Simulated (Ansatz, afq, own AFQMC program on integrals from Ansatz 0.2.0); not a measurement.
# HCl (singlet): AFQMC on the coupled-cluster ladder at distance Cl1–H2 = 1.279 Å, cc-pVDZ

The task here is to estimate one member of a computed series from the others.

Program: Ansatz 0.2.0, Gaussian basis, and an in-house AFQMC program (afq) on its integrals; all values are calculated. Level of theory: cc-pVDZ, frozen cores. These are calculated values, not measurements.

Plan: Full CI; PBE (unrestricted); r2SCAN (unrestricted); CCSD(T) on RHF; PBE0 (unrestricted); B3LYP (unrestricted); Full CI; wB97M-V (unrestricted); B2PLYP (unrestricted); CCSDT(Q) on RHF; CCSDTQ on RHF; Phaseless AFQMC, CISD trial on RHF; Phaseless AFQMC, single-determinant trial on RHF; Free-projection AFQMC, CISD trial on RHF; UHF.

2 further runs of the same task are left out: 2 that didn't finish.

## The geometry

The geometry derives from a PBE0/def2-TZVP stationary point (not a proven minimum). One bond is set to the value named and the two fragments are kept rigid.

2 atoms, charge 0, spin multiplicity 1.

Atoms are counted from 1 here; the program's logs count them from 0.

Bond lengths: Cl1–H2 1.279 Å.

As a file:

```
Cl    0.0000    0.0000    0.0000
H     0.0000    0.0000    1.2788
```

The first run:

Contents of in.yaml:

```yaml
crystal:
  periodic: [false, false, false]
  atoms:
    - {symbol: Cl, position_ang: [0.000000, 0.000000, 0.000000]}
    - {symbol: H, position_ang: [0.000000, 0.000000, 1.278800]}
basis:
  gaussian: {orbitals: cc-pVDZ}
correlation: {method: fci, electrons: outside_noble_gas}
```

On the command line:

```
ansatz run in.yaml --threads 1 --pin off --events-out ev --progress --plain --max-ram 16896MiB --backend cuda --devices 0, --max-vram 18GiB
```

Among the steps run: Full CI; PBE (unrestricted); r2SCAN (unrestricted); CCSD(T) on RHF; PBE0 (unrestricted); B3LYP (unrestricted); wB97M-V (unrestricted); B2PLYP (unrestricted); CCSDT(Q) on RHF; CCSDTQ on RHF; Phaseless AFQMC, CISD trial on RHF; Phaseless AFQMC, single-determinant trial on RHF; Free-projection AFQMC, CISD trial on RHF; UHF.

One of the session's tables, all rows but one given; the rest of the session is left out.

On the RHF determinant, counted from full CI (exact for this spin and basis):

```
                                                              level  from full CI (meV)
                                                                 HF             +4506.7
                                                                MP2              +524.3
                                                               CCSD               +77.8
                                                            CCSD(T)               +13.7
                                                           CCSDT(Q)                +0.7
                                                             CCSDTQ                   ?
                                                            full CI                 0.0
              Phaseless AFQMC, CISD trial, step 0.005, 4000 walkers                -1.1
Phaseless AFQMC, single-determinant trial, step 0.005, 4000 walkers               -11.0
         Free-projection AFQMC, CISD trial, step 0.03, 4000 walkers                +1.2
```

**Question.** Estimate the row for CCSDTQ.

As computed: from full CI (meV): +0.3. In the column «from full CI (meV)» it lies between full CI (0.0) and CCSDT(Q) (+0.7).

Caveats from the session: On RHF the phaseless walk with the CISD trial lies -1.1 meV from full CI, within three error bars.
